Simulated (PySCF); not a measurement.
**Aluminium: a sound run and one with changed settings**

Sound run: Al [Ne] 3s2 3p1, Al⁺ [Ne] 3s2. Computed with PySCF 2.14 in pcseg-2, with the non-relativistic Hamiltonian (point nucleus). The sound run starts from symmetry-adapted Hartree-Fock orbitals and uses a fine grid where one is needed.

A second run was set up differently.

| species | method | sound run (hartree) | changed run (hartree) | converged |
| --- | --- | --- | --- | --- |
| Al | UHF | -241.86934 | -241.86934 | yes |
| Al | r2SCAN | -242.33268 | -242.33301 | yes |
| Al | TPSS | -242.38369 | -242.38339 | yes |
| Al⁺ | UHF | -241.66511 | -241.66511 | yes |
| Al⁺ | r2SCAN | -242.10620 | -242.10620 | yes |
| Al⁺ | TPSS | -242.15776 | -242.15776 | yes |

Ionisation energy of Al:

```json
{"method": "UHF", "sound run (eV)": "5.557", "changed run (eV)": "5.557"}
{"method": "r2SCAN", "sound run (eV)": "6.163", "changed run (eV)": "6.172"}
{"method": "TPSS", "sound run (eV)": "6.148", "changed run (eV)": "6.139"}
```

Task: What was changed?
A. all electrons correlated in a valence basis
B. too few SCF iterations
C. basis contracted for another Hamiltonian
D. angular grid far too coarse

Result: D. It used 14 angular points. A coarse angular grid integrates products of high-l functions wrongly, so density functionals can shift, and the SCF can exploit the error; Hartree-Fock and MP2 need no grid.
